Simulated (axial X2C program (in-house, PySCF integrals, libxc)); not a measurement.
Bond lengths and stretching modes, held linear, of NSiN⁺

Computed with an axial X2C code built on PySCF integrals: two-component X2C with atomic mean-field Coulomb and Gaunt terms, Gaussian nuclei, basis N dyall-av3z, Si dyall-v3z with contracted cores. Spin-free rows use the one-electron spin-free X2C Hamiltonian.

Masses N 14.003, Si 27.977, N 14.003 u. States: 2c Ω = 5/2 (beyond evenly filled blocks: ω = -1/2, 2 × ω = 3/2); spin-free M_S = 3/2, Λ = 1 (beyond evenly filled blocks: 2 × π+α, π+β, 2 × π-α).

HF, spin-free: energies above the lowest point

| r(N–Si) (Å) | r(Si–N) (Å) | E (meV) |
| --- | --- | --- |
| 1.6633 | 1.6633 | 88.79 |
| 1.6633 | 1.7060 | 42.70 |
| 1.6633 | 1.7486 | 34.70 |
| 1.7060 | 1.6633 | 42.70 |
| 1.7060 | 1.7060 | 2.65 |
| 1.7060 | 1.7486 | 0.00 |
| 1.7060 | 1.7913 | 22.27 |
| 1.7486 | 1.6633 | 34.70 |
| 1.7486 | 1.7060 | 0.00 |
| 1.7486 | 1.7486 | 3.11 |
| 1.7913 | 1.7060 | 22.27 |
| 1.7913 | 1.7913 | 68.82 |

Question: Fit a quadratic surface with cubic terms in each bond: where is the minimum, and what are the two stretching wavenumbers?

Answer: At HF, spin-free: bonds 1.726 and 1.726 Å; harmonic stretches 639.5 and 744.1 cm⁻¹; force constants 2.83, 2.83 and coupling 0.55 mdyn/Å.

The other levels and Hamiltonians give:

```
Hamiltonian  level  r(N–Si) (Å)  r(Si–N) (Å)  lower stretch (cm⁻¹)  upper stretch (cm⁻¹)
         2c   PBE0        1.708        1.708                 714.7                 715.3
         2c     HF        1.726        1.726                 639.3                 743.9
         2c    PBE        1.728        1.728                 700.8                 785.8
  spin-free   PBE0        1.708        1.708                 714.2                 715.4
  spin-free    PBE        1.728        1.728                 700.9                 785.9
```

Each state is one determinant, the lowest of a limited PBE0 search; the stretches come from a fit to these few points and carry an uncertainty of a few per cent. Other orders of the atoms were not compared. Left out for rough or failed fits: MP2 2c, MP2 spin-free. The molecule was held linear; bending was not examined, so a bent shape may lie lower. Note: functional without a current term on a determinant with orbital currents, of the molecule or an atom. Note: several unpaired electrons, one determinant need not be a pure state.
